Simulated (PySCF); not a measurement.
**Bond length, frequency and bond energy of AlSi⁺ by level of theory**

State: ³Π (triplet), unpaired electrons σ ↑, π ↑. Set-up: PySCF, no relativity, basis sets Al pcseg-1, Si pcseg-1. De refers to Al⁺ + Si in their high-spin ground configurations, without counterpoise correction. The functionals are run spin-unrestricted. A positive dipole points towards Si; it is taken about the centre of mass and depends on that origin.

```
       Level  Re (Å)  ωe (cm⁻¹)  De (eV)  μ (D)
        ROHF   3.133        122    0.384  -3.24
    ROHF-MP2   2.837        175     0.59    n/a
ROHF-SCS-MP2   2.858        168     0.56    n/a
   ROHF-CCSD   2.846        186     0.60    n/a
ROHF-CCSD(T)   2.819        195     0.64    n/a
         PBE   2.787        212     1.13  -1.51
      revPBE   2.808        204     1.05  -1.57
      r²SCAN   2.763        219     1.08  -1.64
       M06-L   2.761        212     1.04  -1.48
       TPSSh   2.780        209     1.05  -1.68
        PBE0   2.780        213     1.01  -1.73
```

The bond length runs from 2.761 Å (M06-L) to 3.133 Å (ROHF). De spans 0.38 eV (ROHF, mean field) to 1.13 eV (PBE, GGA). Correlation at CCSD(T) changes the Hartree–Fock bond energy by +0.26 eV; the triples alone change it by +0.04 eV.

Correlated steps freeze 10 core orbitals. Correlated levels converge slowly with the basis: in double zeta they bind strong bonds too weakly, by up to about 1 eV, and carry superposition errors of some tenths. For an ion De counts to the pair picked by the measured ionisation energies or electron affinities, which need not be the lowest pair at this level. The state is the lowest determinant that a PBE0 search found; another state may lie lower at other levels.
